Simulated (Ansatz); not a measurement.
Born–Oppenheimer molecular dynamics of BH7Si (9 atoms, charge 0, multiplicity 1). It starts at the highest image of a converged band, a first-order saddle point between two minima.

All numbers below come from RKS r2SCAN-D4/def2-SVP in Ansatz.

```yaml
ensemble: NVE (velocity Verlet)
time_step: 0.5 fs
steps_asked: 200
starting_velocities_drawn_for: 100 K
seed: 7700
```

First frame:

```xyz
9
Properties=species:S:1:pos:R:3
B -0.065 -0.123 0.356
H 0.119 0.966 0.847
H 0.676 -0.360 -0.582
H -1.244 -0.396 0.215
Si 0.137 -2.179 0.753
H -0.379 -2.737 -0.523
H 1.544 -2.633 0.953
H -0.704 -2.673 1.881
H 0.391 -0.655 1.431
```

Problem. How far do the bonds stretch over the last three quarters of this one trajectory? (Pairs bonded in most of those frames.)

Solution. 
| bond | mean (Å) | spread (Å) | shortest | longest |
| --- | --- | --- | --- | --- |
| B1–H2 | 1.211 | 0.005 | 1.20 | 1.22 |
| B1–H3 | 1.218 | 0.014 | 1.20 | 1.24 |
| B1–H4 | 1.221 | 0.015 | 1.20 | 1.25 |
| B1–Si5 | 2.114 | 0.011 | 2.09 | 2.13 |
| B1–H9 | 1.288 | 0.029 | 1.24 | 1.33 |
| Si5–H6 | 1.487 | 0.011 | 1.47 | 1.50 |
| Si5–H7 | 1.494 | 0.014 | 1.47 | 1.52 |
| Si5–H8 | 1.491 | 0.008 | 1.48 | 1.50 |
| Si5–H9 | 1.685 | 0.025 | 1.64 | 1.73 |

Mean temperature of the second half: 52 K. The conserved energy stayed within 0.043 meV per atom of its start (net change 0.029 meV per atom), so the integration is sound. A run of 0.1 ps of so small a system gives no equilibrium averages. The orbitals stay closed-shell, which can raise the energy where a bond breaks towards radicals; this wasn't checked here.

The run took 2.6 min on 1 thread of AMD EPYC 9R45 96-Core Processor (Zen 5), on a shared host, peak memory 0.14 GiB.
